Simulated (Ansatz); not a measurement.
# SiNH+ (doublet): wave-function methods side by side, def2-QZVPP

An exercise on one series of results from a longer session: the logs are not shown, and one member is left open.

Method: def2-QZVPP, core rule «outside noble gas», up to 6 orbitals frozen; program: Ansatz 0.2.0, Gaussian basis.

Plan: UHF; ROHF; CCSD(T) on UHF.

2 further runs of the same task are left out: 2 set aside as unsound or not needed. Runs told in other sessions of the task aren't counted.

**The system**

The geometry is a PBE0/def2-TZVP stationary point (not a proven minimum) of the parent state, kept for this charge and spin.

3 atoms, charge 1, spin multiplicity 2.

Atoms are counted from 1 here; the program's logs count them from 0.

Bond lengths: Si1–N2 1.557 Å, Si1–H3 1.487 Å. Angles: N2–Si1–H3 180.0°.

Set-up of the first run:

Contents of in.yaml:

```yaml
crystal:
  periodic: [false, false, false]
  atoms:
    - {symbol: Si, position_ang: [0.000000, 0.000000, 0.023261]}
    - {symbol: N, position_ang: [0.000000, 0.000000, -1.533674]}
    - {symbol: H, position_ang: [0.000000, 0.000000, 1.510413]}
basis:
  gaussian: {orbitals: "def2-QZVPP.json"}
total_charge: 1
magnetization: {spin_polarized: true, initial_magnetization: 1}
hamiltonian: {xc: hf}
output: {orbitals: {seedname: orbitals}}
```

Command:

```
> ansatz run in.yaml --threads 1 --pin off --events-out ev --progress --plain --max-ram 2393MiB
```

Steps of the session up to this table: UHF; ROHF; CCSD(T) on UHF.

One table of the session follows, with a row left open; its other results are not shown here.

It belongs to the step «Misses and costs». 

```
  method  from UCCSD(T) (meV)
    ROHF                    ?
     UHF              +8226.9
    UMP2              +1351.9
   UCCSD               +422.7
UCCSD(T)                    0
```

Estimate the missing values for ROHF.

The run gave: from UCCSD(T) (meV): +8423.6. In the column «from UCCSD(T) (meV)» it is the highest.
